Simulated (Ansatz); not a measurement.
**SiNH+ (doublet): the correlation ladder, def2-TZVPP**

One table from this session's results is given with a row withheld; the runs are named, their logs left out.

The runs use Ansatz 0.2.0, Gaussian basis; def2-TZVPP, core rule «outside noble gas», up to 6 orbitals frozen.

Plan: UHF; ROHF; CCSD(T) on UHF.

2 further runs of the same task are left out: 2 set aside as unsound or not needed.

## The geometry

The geometry is a PBE0/def2-TZVP stationary point (not a proven minimum) of the parent state, kept for this charge and spin.

3 atoms, charge 1, spin multiplicity 2.

Atoms are counted from 1 here; the program's logs count them from 0.

Bond lengths: Si1–N2 1.546 Å, N2–H3 1.000 Å. Angles: Si1–N2–H3 180.0°.

Set-up of the first run:

in.yaml

```yaml
crystal:
  periodic: [false, false, false]
  atoms:
    - {symbol: Si, position_ang: [0.000000, 0.000000, -1.363630]}
    - {symbol: N, position_ang: [0.000000, 0.000000, 0.182007]}
    - {symbol: H, position_ang: [0.000000, 0.000000, 1.181623]}
basis:
  gaussian: {orbitals: def2-TZVPP}
total_charge: 1
magnetization: {spin_polarized: true, initial_magnetization: 1}
hamiltonian: {xc: hf}
output: {orbitals: {seedname: orbitals}}
```

Started as:

```sh
ansatz run in.yaml --threads 1 --pin off --events-out ev --progress --plain --max-ram 2816MiB --backend cpu
```

Among the steps run: UHF; ROHF; CCSD(T) on UHF.

One of the session's tables, all rows but one given; the rest of the session is left out.

| method | from UCCSD(T) (meV) |
| --- | --- |
| ROHF | +7401.2 |
| UHF | +7282.9 |
| UMP2 | +989.4 |
| UCCSD | ? |
| UCCSD(T) | 0 |

Estimate the missing values for UCCSD.

**Answer.** from UCCSD(T) (meV): +256.7. In the column «from UCCSD(T) (meV)» it lies between UCCSD(T) (0) and UMP2 (+989.4).
